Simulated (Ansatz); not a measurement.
**[OH···H···H], doublet: transfer scan**

Starting geometry:

```yaml
atoms:
  - { symbol: O, position_ang: [-0.1533, -0.0491, 0.0000] }
  - { symbol: H, position_ang: [-0.4027, 0.8775, 0.0000] }
  - { symbol: H, position_ang: [0.8062, -0.0491, 0.0000] }
  - { symbol: H, position_ang: [2.0307, -0.0491, 0.0000] }
```

From there H3 is moved from one fragment to the other while all else, the fragments' distance too, stays fixed; atoms are numbered as listed. Energies are in kcal/mol, counted from the starting geometry at the same level.

Basis cc-pVDZ; Ansatz 0.2.0. Only valence electrons are correlated (noble-gas cores frozen). R marks a restricted (for open shells ROHF) determinant, U an unrestricted one.

For open shells CISD is restricted-active-space CI with the open shells as a complete middle space.

Full CI isn't at hand for all of this; UCCSDTQ serves as the reference, and is uncertain by about the last step of the cluster series. The frozen core follows each run's orbitals, which can shift R against U totals by a few meV.

```json
{"distance O1-H3 (Å)": "0.960", "UCCSDTQ": "0.0", "error RMP2": "0.0", "error CISD": "0.0", "error UCCSD": "0.0", "error UCCSD(T)": "0.0", "error BCCD(T)": "0.0", "error UCCSDT(Q)": "0.0"}
{"distance O1-H3 (Å)": "1.028", "UCCSDTQ": "1.5", "error RMP2": "0.6", "error CISD": "0.7", "error UCCSD": "0.2", "error UCCSD(T)": "0.0", "error BCCD(T)": "0.0", "error UCCSDT(Q)": "0.0"}
{"distance O1-H3 (Å)": "1.165", "UCCSDTQ": "9.4", "error RMP2": "1.9", "error CISD": "2.5", "error UCCSD": "0.5", "error UCCSD(T)": "0.1", "error BCCD(T)": "0.1", "error UCCSDT(Q)": "0.0"}
{"distance O1-H3 (Å)": "1.302", "UCCSDTQ": "12.6", "error RMP2": "9.0", "error CISD": "2.9", "error UCCSD": "0.2", "error UCCSD(T)": "0.1", "error BCCD(T)": "0.1", "error UCCSDT(Q)": "0.0"}
{"distance O1-H3 (Å)": "1.439", "UCCSDTQ": "12.4", "error RMP2": "7.5", "error CISD": "0.3", "error UCCSD": "-0.4", "error UCCSD(T)": "0.0", "error BCCD(T)": "0.0", "error UCCSDT(Q)": "0.0"}
```

Errors are those of relative energies. In total energy the starting point itself misses UCCSDTQ by: RMP2 9.2, CISD 8.1, UCCSD 2.6, UCCSD(T) 0.4, BCCD(T) 0.4, UCCSDT(Q) 0.0 kcal/mol.

Spread of the error over the points with a reference, to 1.439 Å (largest less smallest): UCCSDT(Q) 0.0, BCCD(T) 0.2, UCCSD(T) 0.2, UCCSD 0.9, CISD 2.9, RMP2 9.0 kcal/mol.
